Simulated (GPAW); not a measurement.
**C2H3Cl2 (SMILES Cl[CH]CCl), run twice**

Wanted: the charge distribution of C2H3Cl2, URPBE/plane waves (scalar-relativistic datasets, plane-wave cutoff 450 eV).

The results are computed with GPAW 26.7.0.

1 further run of the same task is left out (it didn't finish).

## (1) Starting point

C2H3Cl2 has 7 atoms, charge 0, and is taken as a doublet. As SMILES, `Cl[CH]CCl`. Geometry: relaxed at GFN2-xTB. This is one conformer, not always the lowest.

Bond lengths: Cl1–C2 1.688 Å, C2–C3 1.436 Å, C3–Cl4 1.889 Å, C2–H5 1.077 Å, C3–H6 1.086 Å, C3–H7 1.086 Å. Angles: Cl1–C2–C3 120.4°, C2–C3–Cl4 110.5°, Cl1–C2–H5 115.7°, C3–C2–H5 121.9°, C2–C3–H6 112.9°, C2–C3–H7 114.0°, Cl4–C3–H6 102.8°, Cl4–C3–H7 103.1°, H6–C3–H7 112.4°.

## (2) The input as first written

sp.py reads:

```python
import numpy as np
from ase import Atoms
from ase.units import Debye
from gpaw import GPAW, PW

# Structure
molecule = Atoms('ClCCClHHH',
    positions=[[ -2.096700,   0.342060,   0.487310],
               [ -0.591680,   0.571500,  -0.242590],
               [  0.566540,  -0.121890,   0.248530],
               [  0.607319,  -0.634404,   0.010255],
               [ -0.609880,   1.031300,  -1.216290],
               [  1.499090,   0.353120,  -0.042090],
               [  0.530150,  -0.345810,   1.310850]])
molecule.center(vacuum=4.5)
molecule.set_initial_magnetic_moments([0.25, 0.25, 0.25, 0.25, 0.0, 0.0, 0.0])

# DFT calculator
calc = GPAW(mode={'name': 'pw', 'ecut': 450},
            symmetry='off',
            xc='RPBE',
            occupations={'name': 'fermi-dirac', 'width': 0.02, 'fixmagmom': True},
            maxiter=66,
            txt='-')
molecule.calc = calc

energy = molecule.get_potential_energy()
print(f'Energy = {energy:.5f} eV')
forces = molecule.get_forces()
print('Forces (eV/Ang)')
for symbol, f in zip(molecule.symbols, forces):
    print(f'{symbol:2} {f[0]:9.4f} {f[1]:9.4f} {f[2]:9.4f}')
dipole = molecule.get_dipole_moment() / Debye
print(f'Dipole: {np.linalg.norm(dipole):.3f} D')
```

Command:

```console
python sp.py > sp.log
```

Log:

```text
[...]
  mode=PW(ecut=450),
[...]
Number of symmetries: 1
[...]
  Number of IBZ points: 1
[...]
Cutoff: 450.00000000000006 eV
Spin-components: 2 (collinear spins)
Bands:           19
[...]
  Valence electrons: 25.0
[...]
  Grid points: [63 54 60]
  Charge: 0.0  # |e|
[...]
    cutoffs:
[...]
occupation numbers:
  Fixed magnetic moment: 1.000
[...]
xc functional:
  name: RPBE with 2 nearest neighbor stencil
[...]
|iter     |     time |      energy | eigst |  dens |  magmom |
[...]
|iter:   1| 00:00:05 |  173.574300 | +1.49 |       |  +0.9986|
[...]
|iter:  33| 00:01:50 |  196.045872c| -7.42c| -4.49c|  +1.0000|
Converged in 33 steps
[...]
Energy contributions relative to reference atoms: (reference = -27214.547743)
Energy contributions:
  Kinetic:         394.686949
  Coulomb:        -139.355689
  Zero:              9.878510
  External:          0.000000
  Xc:              -69.163894
  Entropy:          -0.000007
  Spinorbit:         0.000000
  ----------------------------
  Free energy:     196.045869
  Extrapolated:    196.045872
dipole moment: (0.064670, 0.393396, -0.070466)  # |e|*Ang
Total magnetic moment: (0.000000, 0.000000, 1.000000)
Local magnetic moments
|        x |        y |         z |
|----------|----------|-----------|
| 0.000000 | 0.000000 |  0.037703 |  # Cl   0
| 0.000000 | 0.000000 |  0.188479 |  # C    1
| 0.000000 | 0.000000 |  0.032821 |  # C    2
| 0.000000 | 0.000000 | -0.004597 |  # Cl   3
| 0.000000 | 0.000000 |  0.007332 |  # H    4
| 0.000000 | 0.000000 |  0.164394 |  # H    5
| 0.000000 | 0.000000 |  0.095350 |  # H    6
Fermi levels: -3.625, -3.694
Eigenvalues  # (at kpt = [0.000, 0.000, 0.000])
| band index |      eig [eV] | occ [0-1] |      eig [eV] | occ [0-1] |
|------------|---------------|-----------|---------------|-----------|
|          0 |       -28.631 |     1.000 |       -28.126 |     1.000 |
|        ... |               |           |               |           |
|          5 |       -14.903 |     1.000 |       -14.658 |     1.000 |
|          6 |       -11.699 |     1.000 |       -11.520 |     1.000 |
|          7 |        -9.229 |     1.000 |        -9.021 |     1.000 |
|          8 |        -8.270 |     1.000 |        -8.186 |     1.000 |
|          9 |        -6.118 |     1.000 |        -6.021 |     1.000 |
|         10 |        -5.219 |     1.000 |        -4.376 |     1.000 |
|         11 |        -4.618 |     1.000 |        -3.916 |     1.000 |
|         12 |        -4.450 |     1.000 |        -3.471 |     0.000 |
|         13 |        -2.835 |     0.000 |        -3.350 |     0.000 |
|         14 |        -2.266 |     0.000 |        -2.199 |     0.000 |
[...]
Gap: 0.445 eV
Transition (v -> c):
[...]
Forces (eV/Ang)
Cl   -0.9158   -0.1354    0.8574
C    -7.3902    3.9612   -2.3551
C   -51.9187  634.6517  295.0406
Cl   50.1396 -644.6831 -302.6914
H     0.9718    0.2612   -0.6145
H     9.7024    5.8350   -1.9055
H    -0.5658    0.1007   11.6942
Dipole: 1.945 D
```

Wall time 1.9 min (1 thread of Intel Xeon at 2.70GHz, shared host); peak memory 0.7 GiB.

## (3) Reading the log

The program ended normally, but the settings are unsound, so its numbers aren't properties of the molecule.

Cause: two atoms lie on top of or far too near each other. As the program read them, the closest atoms are 0.57 Å apart, against 1.08 Å in the sound input.

## (4) Second attempt

mol_sp.py reads:

```python
import numpy as np
from ase import Atoms
from ase.units import Debye
from gpaw import GPAW, PW

# Structure
atoms = Atoms(['Cl', 'C', 'C', 'Cl', 'H', 'H', 'H'],
    positions=[[ -2.096700,   0.342060,   0.487310],
               [ -0.591680,   0.571500,  -0.242590],
               [  0.566540,  -0.121890,   0.248530],
               [  0.702470,  -1.830270,  -0.545720],
               [ -0.609880,   1.031300,  -1.216290],
               [  1.499090,   0.353120,  -0.042090],
               [  0.530150,  -0.345810,   1.310850]])
atoms.center(vacuum=4.5)
atoms.set_initial_magnetic_moments([0.25, 0.25, 0.25, 0.25, 0.0, 0.0, 0.0])

# DFT calculator
gpaw_calc = GPAW(mode=PW(450),
                 maxiter=100,
                 xc='RPBE',
                 occupations={'name': 'fermi-dirac', 'width': 0.02, 'fixmagmom': True},
                 symmetry='off',
                 txt='-')
atoms.calc = gpaw_calc

energy = atoms.get_potential_energy()
print(f'Energy = {energy:.5f} eV')
forces = atoms.get_forces()
print('Forces (eV/Ang)')
for symbol, f in zip(atoms.symbols, forces):
    print(f'{symbol:2} {f[0]:9.4f} {f[1]:9.4f} {f[2]:9.4f}')
dipole = atoms.get_dipole_moment() / Debye
print(f'Dipole                  {np.linalg.norm(dipole):.3f} D')
```

Command:

```console
python mol_sp.py > mol_sp.log
```

Log:

```text
[...]
  mode=PW(ecut=450.00000000000006),
[...]
Number of symmetries: 1
[...]
  Number of IBZ points: 1
[...]
Cutoff: 450.00000000000006 eV
Spin-components: 2 (collinear spins)
Bands:           19
[...]
  Valence electrons: 25.0
[...]
  Grid points: [63 60 60]
  Charge: 0.0  # |e|
[...]
    cutoffs:
[...]
occupation numbers:
  Fixed magnetic moment: 1.000
[...]
xc functional:
  name: RPBE with 2 nearest neighbor stencil
[...]
|iter     |     time |      energy | eigst |  dens |  magmom |
[...]
|iter:   1| 00:00:06 |  -32.790385 | +0.38 |       |  +0.9986|
[...]
|iter:  12| 00:00:43 |  -30.848516c| -7.69c| -4.63c|  +1.0000|
Converged in 12 steps
[...]
Energy contributions relative to reference atoms: (reference = -27214.547743)
Energy contributions:
  Kinetic:          32.965067
  Coulomb:         -34.471229
  Zero:              0.009446
  External:          0.000000
  Xc:              -29.351801
  Entropy:          -0.000000
  Spinorbit:         0.000000
  ----------------------------
  Free energy:     -30.848516
  Extrapolated:    -30.848516
dipole moment: (0.069628, 0.418296, 0.077110)  # |e|*Ang
Total magnetic moment: (0.000000, 0.000000, 1.000000)
Local magnetic moments
|        x |        y |         z |
|----------|----------|-----------|
| 0.000000 | 0.000000 |  0.060368 |  # Cl   0
| 0.000000 | 0.000000 |  0.255624 |  # C    1
| 0.000000 | 0.000000 | -0.009987 |  # C    2
| 0.000000 | 0.000000 |  0.077721 |  # Cl   3
| 0.000000 | 0.000000 | -0.006023 |  # H    4
| 0.000000 | 0.000000 |  0.003419 |  # H    5
| 0.000000 | 0.000000 |  0.002158 |  # H    6
Fermi levels: -3.663, -6.204
Eigenvalues  # (at kpt = [0.000, 0.000, 0.000])
| band index |      eig [eV] | occ [0-1] |      eig [eV] | occ [0-1] |
|------------|---------------|-----------|---------------|-----------|
|          0 |       -22.489 |     1.000 |       -22.228 |     1.000 |
|        ... |               |           |               |           |
|          5 |       -11.239 |     1.000 |       -11.070 |     1.000 |
|          6 |       -10.431 |     1.000 |       -10.047 |     1.000 |
|          7 |        -9.968 |     1.000 |        -9.854 |     1.000 |
|          8 |        -8.762 |     1.000 |        -8.390 |     1.000 |
|          9 |        -7.643 |     1.000 |        -7.590 |     1.000 |
|         10 |        -6.887 |     1.000 |        -6.792 |     1.000 |
|         11 |        -6.763 |     1.000 |        -6.696 |     1.000 |
|         12 |        -4.937 |     1.000 |        -3.446 |     0.000 |
|         13 |        -0.635 |     0.000 |        -0.484 |     0.000 |
|         14 |        -0.351 |     0.000 |        -0.168 |     0.000 |
[...]
Gap: 1.491 eV
Transition (v -> c):
[...]
Forces (eV/Ang)
Cl   -0.6331   -0.0283    0.2501
C     0.0118    0.2226   -0.0611
C     0.2634   -0.4419    0.0404
Cl    0.0666   -0.2459   -0.0959
H    -0.0470    0.2605   -0.4152
H     0.2891    0.2085   -0.0398
H     0.0536    0.0259    0.3209
Dipole                  2.070 D
```

Wall time 46 s (1 thread of Intel Xeon at 2.70GHz, shared host); peak memory 0.73 GiB.

## (5) Summary of results

At URPBE/plane waves (scalar-relativistic datasets, plane-wave cutoff 450 eV):

| quantity | value |
| --- | --- |
| energy as printed (from the program's reference atoms) | -30.8485 eV |
| dipole moment | 2.07 D |
| HOMO energy (from the vacuum level) | -5.31 eV |
| LUMO energy (from the vacuum level) | -3.82 eV |
| largest force on an atom | 0.681 eV/Å |

**Reading.** The first attempt's energy was +226.894 eV off this one. The largest force is 0.68 eV/Å: the shape isn't a stationary point for this species at this level.
